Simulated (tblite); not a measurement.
Compound: C5H8O.
SMILES with atom numbers: `[CH2:1]=[CH:2][CH2:3][C@@H:4]1[CH2:5][O:6]1` (hydrogens: H7, H8 on C1; H9 on C2; H10, H11 on C3; H12 on C4; H13, H14 on C5)

Computed with GFN2-xTB (tblite), gas phase: Langevin dynamics at 300 K from the optimised GFN2-xTB geometry, time step 0.5 fs, friction 0.01 fs⁻¹, 2000 steps. Over the second half of the run the saved frames average 322 K.

The optimised geometry, where the run starts:
```
atom  x, y, z in Å
C1     -2.444   -0.013    0.053
C2     -1.224   -0.070   -0.445
C3     -0.073   -0.762    0.219
C4      1.020    0.233    0.553
C5      2.060    0.575   -0.420
O6      2.328   -0.239    0.687
H7     -2.694   -0.484    0.990
H8     -3.244    0.498   -0.453
H9     -0.991    0.411   -1.387
H10    -0.405   -1.255    1.134
H11     0.344   -1.520   -0.449
H12     0.734    0.994    1.277
H13     2.516    1.558   -0.401
H14     2.073    0.074   -1.382
```

t = 25 fs, T = 178 K, E(pot) 0.296 eV above the start
```
atom  x, y, z in Å  |  force x, y, z in eV/Å
C1     -2.539   -0.092    0.037    1.117   0.749   0.103
C2     -1.326   -0.060   -0.485    1.203   0.640  -0.806
C3     -0.128   -0.647    0.234    0.004  -0.516  -0.126
C4      1.023    0.295    0.559   -0.475   0.337   0.326
C5      2.098    0.527   -0.413    0.270   0.571   0.871
O6      2.262   -0.295    0.723    0.602  -0.308  -0.553
H7     -2.656   -0.320    1.065   -0.205  -0.763   0.530
H8     -3.358    0.398   -0.396   -0.860   0.272  -0.703
H9     -1.077    0.452   -1.472   -0.546  -0.959   1.176
H10    -0.471   -1.106    1.165   -0.046   0.137   0.107
H11     0.333   -1.485   -0.331   -0.353   0.434  -0.085
H12     0.857    1.032    1.358   -0.330   0.051  -0.523
H13     2.679    1.467   -0.383   -0.392  -0.513  -0.073
H14     2.067    0.019   -1.358    0.012  -0.132  -0.243
```

t = 100 fs, T = 190 K, E(pot) 0.362 eV above the start
```
atom  x, y, z in Å  |  force x, y, z in eV/Å
C1     -2.669    0.107   -0.067   -3.212   0.704  -0.144
C2     -1.436    0.192   -0.406    3.050  -0.185  -1.931
C3     -0.341   -0.568    0.294   -0.487   0.375   0.337
C4      0.923    0.245    0.432   -0.023   0.340  -0.611
C5      2.081   -0.101   -0.393    1.030   1.116   1.382
O6      2.046   -0.271    1.041    0.214  -0.765  -1.065
H7     -3.000   -0.398    0.811    0.072  -0.283   0.490
H8     -3.528    0.572   -0.599    0.970  -0.246   0.208
H9     -1.035    0.624   -1.355   -0.797   0.054   0.778
H10    -0.762   -0.849    1.249    0.270  -0.185   0.587
H11    -0.134   -1.480   -0.257    0.113  -0.180  -0.126
H12     0.835    1.304    0.578   -0.578   0.561   0.327
H13     2.843    0.644   -0.690   -0.680  -0.260   0.066
H14     2.052   -0.952   -1.011    0.058  -1.047  -0.298
```

t = 125 fs, T = 254 K, E(pot) 0.494 eV above the start
```
atom  x, y, z in Å  |  force x, y, z in eV/Å
C1     -2.770    0.106   -0.153    3.587   0.381  -0.772
C2     -1.422    0.176   -0.402   -1.933   0.359   1.287
C3     -0.342   -0.548    0.379   -0.219   0.895  -0.201
C4      0.974    0.227    0.382    0.198  -0.666   1.519
C5      2.115   -0.311   -0.302    1.603   0.288   0.496
O6      2.063   -0.374    1.147   -0.961   0.521  -2.544
H7     -3.136   -0.487    0.628   -0.281  -0.891   0.757
H8     -3.510    0.631   -0.693   -0.205   0.489  -0.533
H9     -0.958    0.910   -1.047   -0.554  -0.149  -0.507
H10    -0.642   -0.793    1.387   -0.169   0.098   0.328
H11    -0.148   -1.468   -0.125    0.110  -0.923  -0.365
H12     0.968    1.279    0.564   -0.413   0.616  -0.008
H13     2.926    0.313   -0.776   -0.900  -0.508   0.782
H14     1.980   -1.260   -0.776    0.139  -0.511  -0.237
```

t = 275 fs, T = 345 K, E(pot) 0.622 eV above the start
```
atom  x, y, z in Å  |  force x, y, z in eV/Å
C1     -2.338   -0.188   -0.863   -0.226  -1.170  -0.564
C2     -1.418    0.130   -0.002    2.961   0.781   0.671
C3     -0.385   -0.772    0.707   -1.854  -1.786  -0.707
C4      1.049   -0.491    0.418   -1.941   1.436   0.186
C5      1.908   -1.333   -0.351   -0.362  -2.002  -2.577
O6      2.088   -1.175    0.978    1.369   0.256   1.989
H7     -2.532   -1.205   -1.155   -0.128  -0.249   0.258
H8     -2.916    0.518   -1.391   -0.449   0.709  -0.194
H9     -1.106    1.186    0.088   -0.568  -0.413   0.302
H10    -0.589   -0.783    1.754   -0.024   0.573   1.025
H11    -0.558   -1.836    0.452   -0.238   0.227  -0.302
H12     1.144    0.577    0.384    0.750   0.728  -0.273
H13     2.479   -0.848   -1.138    0.706  -0.198   0.447
H14     1.608   -2.394   -0.578    0.003   1.109  -0.261
```

t = 350 fs, T = 465 K, E(pot) 0.702 eV above the start
```
atom  x, y, z in Å  |  force x, y, z in eV/Å
C1     -2.138   -0.310   -0.995    0.432   0.898   0.538
C2     -1.245    0.131   -0.103   -2.304   1.081  -0.600
C3     -0.427   -0.767    0.683    0.950  -0.262   1.451
C4      1.052   -0.723    0.353   -0.356   1.838   0.133
C5      1.911   -1.712   -0.300   -1.273  -0.427   1.421
O6      1.925   -1.437    1.115    0.399  -1.467   0.056
H7     -2.148   -1.296   -1.421    0.022  -0.038   0.147
H8     -2.897    0.385   -1.300   -0.060  -0.050  -0.549
H9     -1.385    1.165    0.297    0.398  -0.806  -0.577
H10    -0.581   -0.440    1.761    0.515  -0.544  -0.918
H11    -0.821   -1.761    0.576    0.062  -0.673   0.038
H12     1.420    0.313    0.225   -0.405  -0.039  -0.092
H13     2.784   -1.214   -0.650    0.502  -0.718  -1.258
H14     1.433   -2.693   -0.594    1.118   1.208   0.209
```

t = 400 fs, T = 385 K, E(pot) 0.542 eV above the start
```
atom  x, y, z in Å  |  force x, y, z in eV/Å
C1     -2.037   -0.490   -1.081   -0.475   1.276   0.546
C2     -1.064    0.022   -0.325   -1.176  -2.315  -0.559
C3     -0.330   -0.760    0.723   -0.268   0.251  -0.132
C4      1.118   -0.655    0.440    1.145   0.661   0.452
C5      1.834   -1.742   -0.172   -0.556  -0.290   0.631
O6      1.964   -1.482    1.184    0.414   0.242   0.831
H7     -2.304   -1.512   -0.924   -0.329  -0.247  -0.091
H8     -2.757    0.154   -1.643    1.108  -0.790   0.139
H9     -0.658    0.963   -0.467    0.248   1.719  -0.137
H10    -0.492   -0.198    1.625   -0.281   0.145   0.852
H11    -0.595   -1.819    0.917   -0.140   0.648  -0.480
H12     1.617    0.315    0.281   -0.770   0.021   0.071
H13     2.657   -1.471   -0.744    1.364  -0.174  -1.150
H14     1.274   -2.624   -0.281   -0.285  -1.148  -0.974
```

t = 475 fs, T = 527 K, E(pot) 0.576 eV above the start
```
atom  x, y, z in Å  |  force x, y, z in eV/Å
C1     -1.805   -0.594   -1.012    0.954   0.878   1.571
C2     -0.896    0.073   -0.283    0.155   0.027  -0.555
C3     -0.137   -0.486    0.923    1.367   1.128   0.275
C4      1.382   -0.553    0.635   -1.231  -0.934  -0.136
C5      1.919   -1.703   -0.065    0.955  -0.273  -1.200
O6      2.018   -1.614    1.302    0.146   0.604   0.749
H7     -1.989   -1.549   -0.631   -0.703  -1.395   0.241
H8     -2.490   -0.245   -1.758    0.510   0.317  -0.282
H9     -0.513    1.028   -0.675   -0.342  -0.246   0.613
H10    -0.049    0.206    1.841   -1.230  -0.733  -1.243
H11    -0.380   -1.499    1.255   -0.591   0.339  -0.214
H12     1.855    0.391    0.531    0.649   0.569   0.213
H13     2.901   -1.589   -0.571   -0.741  -0.205   0.022
H14     1.242   -2.451   -0.460    0.101  -0.075  -0.054
```

t = 800 fs
```
atom  x, y, z in Å
C1     -1.629   -0.622   -0.856
C2     -0.714    0.121   -0.205
C3     -0.257   -0.223    1.173
C4      1.260   -0.457    1.254
C5      1.935   -1.247    0.191
O6      1.856   -1.690    1.484
H7     -2.046   -1.395   -0.310
H8     -1.809   -0.593   -1.920
H9     -0.202    0.931   -0.701
H10    -0.455    0.586    1.902
H11    -0.767   -1.077    1.503
H12     1.847    0.233    1.847
H13     2.845   -0.977   -0.216
H14     1.252   -1.823   -0.456
```

Question: Estimate the potential energy and the forces of this last frame.

Answer: 0.519 eV above the start.

| atom | Fx (eV/Å) | Fy (eV/Å) | Fz (eV/Å) |
| --- | --- | --- | --- |
| C1 | 2.016 | 1.458 | -0.024 |
| C2 | -0.551 | -0.702 | -1.059 |
| C3 | 0.886 | 1.298 | 0.599 |
| C4 | 0.301 | 0.026 | -0.520 |
| C5 | -2.207 | -0.072 | 0.067 |
| O6 | -0.350 | -1.398 | 1.052 |
| H7 | -0.964 | -1.394 | 0.621 |
| H8 | -0.214 | 0.437 | 0.290 |
| H9 | 0.031 | 0.058 | 0.006 |
| H10 | -0.125 | -0.137 | -0.381 |
| H11 | -0.696 | -1.308 | 0.512 |
| H12 | -0.169 | 0.833 | -0.521 |
| H13 | 1.690 | 0.418 | -0.536 |
| H14 | 0.351 | 0.482 | -0.106 |

The bond farthest from its length at the start is C5–H13 (1.033 against 1.084 Å), and half the difference of its two atoms' forces along it is +1.90 eV/Å (positive lengthens). The largest atomic force is 2.49 eV/Å.

What follows is the cost of the whole dynamics run. Time: 13 s wall; peak memory 0.18 GiB. Hardware: one thread of an Arm Neoverse N1, shared host.
